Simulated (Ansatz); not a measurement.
Nudged elastic band run: CH5BMg

input.yaml

```yaml
crystal:
  periodic: [false, false, false]
  atoms:
    - { symbol: C, position_ang: [-0.296658, 0.95735, -0.77887] }
    - { symbol: B, position_ang: [0.287991, 0.249714, 0.487104] }
    - { symbol: Mg, position_ang: [0.407948, -2.021813, 0.895834] }
    - { symbol: H, position_ang: [-1.317162, 1.267547, -0.453601] }
    - { symbol: H, position_ang: [0.201503, 1.906778, -1.043231] }
    - { symbol: H, position_ang: [-0.437423, 0.355852, -1.687737] }
    - { symbol: H, position_ang: [0.649254, 1.014467, 1.358482] }
    - { symbol: H, position_ang: [0.504557, -3.729885, 1.22201] }
basis:
  gaussian: { orbitals: def2-mTZVP }
hamiltonian:
  xc: pbe
  dispersion: d4
neb:
  order_check: false
  images: 9
  f_tol: 0.05
  max_iterations: 38
  final_atoms:
    - { symbol: C, position_ang: [-0.24379587, 0.58337736, -0.66633922] }
    - { symbol: B, position_ang: [0.52782298, -0.22364562, 0.44706993] }
    - { symbol: Mg, position_ang: [-1.03884741, -1.96013515, 1.41977095] }
    - { symbol: H, position_ang: [-1.09892176, 1.17904355, -0.31462079] }
    - { symbol: H, position_ang: [0.49159057, 1.32350424, -1.05154966] }
    - { symbol: H, position_ang: [-0.55628442, -3.771e-05, -1.54484255] }
    - { symbol: H, position_ang: [0.64600091, 0.22839447, 1.56489838] }
    - { symbol: H, position_ang: [1.27244499, -1.13049113, 0.14560396] }
  initial_path:
    images:
      - { positions_ang: [[-0.296658, 0.95735, -0.77887], [0.287991, 0.249714, 0.487104], [0.407948, -2.021813, 0.895834], [-1.317162, 1.267547, -0.453601], [0.201503, 1.906778, -1.043231], [-0.437423, 0.355852, -1.687737], [0.649254, 1.014467, 1.358482], [0.504557, -3.729885, 1.22201]] }
      - { positions_ang: [[-0.28071466, 0.88011183, -0.74233254], [0.2874679, 0.18321246, 0.53951754], [0.22937236, -2.02611356, 0.85128511], [-1.29465915, 1.21206629, -0.43377351], [0.23742718, 1.80694296, -1.02816173], [-0.4255078, 0.25897131, -1.63628254], [0.68271115, 0.95022943, 1.37936104], [0.56391303, -3.26541073, 1.07037764]] }
      - { positions_ang: [[-0.26477132, 0.80287365, -0.70579508], [0.2869448, 0.11671091, 0.59193107], [0.05079672, -2.03041411, 0.80673623], [-1.2721563, 1.15658559, -0.41394602], [0.27335136, 1.70710793, -1.01309246], [-0.41359261, 0.16209061, -1.58482809], [0.7161683, 0.88599187, 1.40024008], [0.62326906, -2.80093645, 0.91874528]] }
      - { positions_ang: [[-0.24882798, 0.72563548, -0.66925762], [0.2864217, 0.05020937, 0.64434461], [-0.12777891, -2.03471467, 0.76218734], [-1.24965346, 1.10110488, -0.39411853], [0.30927554, 1.60727289, -0.9980232], [-0.40167741, 0.06520992, -1.53337363], [0.74962545, 0.8217543, 1.42111912], [0.68262509, -2.33646218, 0.76711291]] }
      - { positions_ang: [[-0.23288465, 0.64839731, -0.63272016], [0.2858986, -0.01629217, 0.69675814], [-0.30635455, -2.03901523, 0.71763846], [-1.22715061, 1.04562417, -0.37429105], [0.34519972, 1.50743786, -0.98295393], [-0.38976222, -0.03167077, -1.48191918], [0.78308259, 0.75751674, 1.44199816], [0.74198112, -1.87198791, 0.61548055]] }
      - { positions_ang: [[-0.21694131, 0.57115913, -0.5961827], [0.28537549, -0.08279372, 0.74917168], [-0.48493019, -2.04331578, 0.67308957], [-1.20464776, 0.99014347, -0.35446356], [0.3811239, 1.40760282, -0.96788466], [-0.37784702, -0.12855146, -1.43046472], [0.81653974, 0.69327917, 1.4628772], [0.80133715, -1.40751363, 0.46384819]] }
      - { positions_ang: [[-0.22231222, 0.57360278, -0.610214], [0.33386499, -0.1109641, 0.68875133], [-0.59571363, -2.02667966, 0.82242585], [-1.18350256, 1.02792348, -0.346495], [0.40321723, 1.39078311, -0.98461766], [-0.4135345, -0.10284871, -1.45334029], [0.78243197, 0.60030223, 1.48328144], [0.89555871, -1.35210913, 0.40019934]] }
      - { positions_ang: [[-0.22768313, 0.57604642, -0.62424531], [0.38235449, -0.13913448, 0.62833098], [-0.70649708, -2.01004353, 0.97176212], [-1.16235736, 1.0657035, -0.33852645], [0.42531057, 1.37396339, -1.00135066], [-0.44922198, -0.07714596, -1.47621585], [0.74832421, 0.50732529, 1.50368567], [0.98978028, -1.29670463, 0.3365505]] }
      - { positions_ang: [[-0.23305404, 0.57849007, -0.63827661], [0.43084399, -0.16730486, 0.56791063], [-0.81728052, -1.9934074, 1.1210984], [-1.14121216, 1.10348352, -0.3305579], [0.4474039, 1.35714367, -1.01808366], [-0.48490946, -0.05144321, -1.49909142], [0.71421644, 0.41434835, 1.52408991], [1.08400185, -1.24130013, 0.27290165]] }
      - { positions_ang: [[-0.23842495, 0.58093371, -0.65230791], [0.47933348, -0.19547524, 0.50749028], [-0.92806397, -1.97677128, 1.27043467], [-1.12006696, 1.14126353, -0.32258934], [0.46949724, 1.34032395, -1.03481666], [-0.52059694, -0.02574046, -1.52196699], [0.68010867, 0.32137141, 1.54449414], [1.17822342, -1.18589563, 0.20925281]] }
      - { positions_ang: [[-0.24379587, 0.58337736, -0.66633922], [0.52782298, -0.22364562, 0.44706993], [-1.03884741, -1.96013515, 1.41977095], [-1.09892176, 1.17904355, -0.31462079], [0.49159057, 1.32350424, -1.05154966], [-0.55628442, -3.771e-05, -1.54484255], [0.64600091, 0.22839447, 1.56489838], [1.27244499, -1.13049113, 0.14560396]] }
```

Command:

```bash
$ ansatz run input.yaml --threads 1 --pin off --max-ram 2048MiB --backend cpu --events-out ev --progress --plain --runs-dir out
```

Output, in part (warnings, iteration lines, the closing report on the highest movable image, with atoms numbered from 0):

```
NEB end point (image 0): max|allowed force component| = 7.079e-3 eV/Å (the criterion of neb.relax_end_points is 1.000e-2)
NEB end point (image 10): max|allowed force component| = 1.263e-2 eV/Å (the criterion of neb.relax_end_points is 1.000e-2)
NEB iter   1: max|band force component| = 4.090e1 eV/Å  barrier→ = 12.6356 eV  barrier← = 13.8337 eV  Δτ_max = 0.1966 Å  (344 SCF iters)
NEB iter   2: max|band force component| = 2.138e1 eV/Å  barrier→ = 6.3764 eV  barrier← = 7.5745 eV  Δτ_max = 0.1905 Å  (270 SCF iters)
NEB iter   3: max|band force component| = 9.871e0 eV/Å  barrier→ = 3.0412 eV  barrier← = 4.2393 eV  Δτ_max = 0.1944 Å  (257 SCF iters)
NEB iter   4: max|band force component| = 4.229e0 eV/Å  barrier→ = 1.5561 eV  barrier← = 2.7541 eV  Δτ_max = 0.1965 Å  (272 SCF iters)
NEB iter   5: max|band force component| = 1.559e0 eV/Å  barrier→ = 1.2446 eV  barrier← = 2.4426 eV  Δτ_max = 0.1975 Å  (270 SCF iters)
NEB iter   6: max|band force component| = 5.481e-1 eV/Å  barrier→ = 1.2651 eV  barrier← = 2.4632 eV  Δτ_max = 0.2000 Å  (272 SCF iters)
NEB iter   7: max|band force component| = 1.015e0 eV/Å  barrier→ = 1.2485 eV  barrier← = 2.4466 eV  Δτ_max = 0.1020 Å  (256 SCF iters)
NEB iter   8: max|band force component| = 5.871e-1 eV/Å  barrier→ = 1.1947 eV  barrier← = 2.3927 eV  CI = image 5  Δτ_max = 0.2000 Å  (261 SCF iters)
NEB iter   9: max|band force component| = 4.108e-1 eV/Å  barrier→ = 1.2372 eV  barrier← = 2.4352 eV  CI = image 5  Δτ_max = 0.1746 Å  (262 SCF iters)
NEB iter  10: max|band force component| = 4.154e-1 eV/Å  barrier→ = 1.2372 eV  barrier← = 2.4353 eV  CI = image 5  Δτ_max = 0.0367 Å  (258 SCF iters)
NEB iter  11: max|band force component| = 1.897e-1 eV/Å  barrier→ = 1.2375 eV  barrier← = 2.4355 eV  CI = image 5  Δτ_max = 0.0228 Å  (268 SCF iters)
NEB iter  12: max|band force component| = 4.894e-2 eV/Å  barrier→ = 1.2356 eV  barrier← = 2.4336 eV  CI = image 5  Δτ_max = 0.0000 Å  (703 SCF iters)
Total energy: -7230.31161909 eV, -265.7090511202 hartree
Atom 0 at    -0.346871     0.748510    -0.662322 Å, force     0.041429     0.041788     0.050345 eV/Å
Atom 1 at     0.023733     0.099050     0.715348 Å, force    -0.056012    -0.005048    -0.038116 eV/Å
Atom 2 at    -0.463011    -1.942125     1.337250 Å, force     0.039967     0.014257    -0.013906 eV/Å
Atom 3 at    -1.422768     0.937071    -0.791862 Å, force    -0.002244    -0.012357     0.003683 eV/Å
Atom 4 at     0.187359     1.707274    -0.799316 Å, force    -0.002118    -0.028184    -0.004334 eV/Å
Atom 5 at    -0.030637     0.104414    -1.498438 Å, force    -0.001593    -0.011339    -0.006487 eV/Å
Atom 6 at     0.991666     0.323375     1.396539 Å, force     0.005206     0.000173    -0.000574 eV/Å
Atom 7 at     1.060538    -1.977560     0.302792 Å, force    -0.024634     0.000709     0.009389 eV/Å
Dipole moment:    -0.474044    -0.450293     0.298305 e Å
```

The run converged. Neighbouring images differ by up to 1.4 eV, so the band resolves the path poorly. A vibrational analysis at the climbing image gives 2 clearly imaginary modes (696i, 113i cm⁻¹): a point of higher order, so a lower path passes nearby. The orbitals stay closed-shell, which can raise the energy where a bond breaks towards radicals; this wasn't checked here.

Final band (atoms are numbered from 1 in the order of the input):

```tsv
image	path coordinate (Å)	energy (eV)	Mg3–H8 (Å)	B2–H8 (Å)
0	0.00	0.00	1.74	4.05
1	0.59	0.07	1.73	3.98
2	1.18	0.30	1.72	3.75
3	1.77	0.61	1.73	3.39
4	2.36	0.96	1.76	2.94
5	2.95	1.24	1.84	2.36
6	3.37	0.73	1.95	1.84
7	3.80	-0.67	2.12	1.35
8	4.23	-1.11	2.49	1.22
9	4.66	-1.18	2.73	1.21
10	5.08	-1.20	2.77	1.21
```

Time of the run: 5.6 min on 1 thread of Intel(R) Xeon(R) Platinum 8175M CPU @ 2.50GHz (Skylake/Cascade Lake), on a shared host, peak memory 0.15 GiB.
